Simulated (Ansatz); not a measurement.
Geometry optimisation, RKS revPBE/6-31G* in Ansatz.

Input file:

```yaml
crystal:
  periodic: [false, false, false]
  atoms:
    - { symbol: B, position_ang: [0.215521, -0.093571, 0.131303] }
    - { symbol: H, position_ang: [0.141857, -0.136588, 1.319714] }
    - { symbol: F, position_ang: [1.414886, 0.180872, -0.367151] }
    - { symbol: O, position_ang: [-0.819474, -0.304194, -0.73818] }
    - { symbol: H, position_ang: [-1.637889, -0.49322, -0.238386] }
basis:
  gaussian: { orbitals: "6-31G*" }
hamiltonian:
  xc: revpbe
relax:
  f_tol: 0.03
  max_steps: 50
```

Launched with:

```bash
$ ansatz run input.yaml --threads 1 --pin off --max-ram 2048MiB --backend cpu --events-out ev --progress --plain --runs-dir out
```

**Question.** Where does it end, and by what steps?

**Answer.** The run converged. After 3 steps the energy has fallen by 0.018 eV; H2 moved furthest, 0.03 Å.

```json
{"step": "0", "energy less start (eV)": "0.0000", "largest force component (eV/Å)": "0.535", "accepted": "yes"}
{"step": "1", "energy less start (eV)": "-0.0155", "largest force component (eV/Å)": "0.185", "accepted": "yes"}
{"step": "2", "energy less start (eV)": "-0.0124", "largest force component (eV/Å)": "0.359", "accepted": "no"}
{"step": "3", "energy less start (eV)": "-0.0181", "largest force component (eV/Å)": "0.028", "accepted": "yes"}
```

```xyz
5
Properties=species:S:1:pos:R:3
B 0.225 -0.092 0.136
H 0.113 -0.143 1.338
F 1.425 0.183 -0.398
O -0.813 -0.301 -0.729
H -1.635 -0.494 -0.240
```

Whether the end is a true minimum wasn't checked by a vibrational analysis.

The run took 3.7 s on 1 thread of Arm Neoverse V2 (shared host), peak memory 0.12 GiB.
